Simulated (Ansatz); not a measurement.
Results of r²SCAN (Ansatz, a first-principles code, PAW) for HfO2 (P2₁/c, No. 14).

Run with plane-wave cutoff 560 eV, 8×8×8 k mesh, Fermi–Dirac smearing 0.01 eV, scalar-relativistic PAW data made under PBE.

Cell (relaxed at this level):

```yaml
crystal:
  lattice:
    - [0.00000, 5.11398, 0.00649]
    - [5.18142, 0.00000, 0.00000]
    - [0.00000, -0.86460, -5.22422]
  atoms:
    - { symbol: Hf, position: [0.72379, 0.95815, 0.79178] }
    - { symbol: Hf, position: [0.27621, 0.45815, 0.70822] }
    - { symbol: Hf, position: [0.27621, 0.04185, 0.20822] }
    - { symbol: Hf, position: [0.72379, 0.54185, 0.29178] }
    - { symbol: O, position: [0.55203, 0.24234, 0.52149] }
    - { symbol: O, position: [0.44797, 0.74234, 0.97851] }
    - { symbol: O, position: [0.44797, 0.75766, 0.47851] }
    - { symbol: O, position: [0.55203, 0.25766, 0.02149] }
    - { symbol: O, position: [0.92997, 0.66626, 0.65596] }
    - { symbol: O, position: [0.07003, 0.16626, 0.84404] }
    - { symbol: O, position: [0.07003, 0.33374, 0.34404] }
    - { symbol: O, position: [0.92997, 0.83374, 0.15596] }
```

Question: Give the computed bulk modulus B0, band gap, smallest direct gap on the k points sampled and Γ–Γ gap.

Answer: 
- bulk modulus B0: 191 GPa
- band gap: 4.59 eV
- smallest direct gap on the k points sampled: 4.67 eV
- Γ–Γ gap: 5.04 eV

Measured, for comparison: band gap 5.7 eV (temperature not stated, not corrected to a static lattice, our sources range from 5.70 to 5.84; as tabulated in Choudhary et al. (2018), arXiv:1804.01032).

Note: the relaxation could not lower the start's symmetry, so the cell can be a saddle point above a distorted one; the bulk modulus comes from volumes at which shape and atoms were relaxed.

Spin–orbit coupling is not included.

Computed values are for the static lattice.

The result took roughly 3 core-hours.
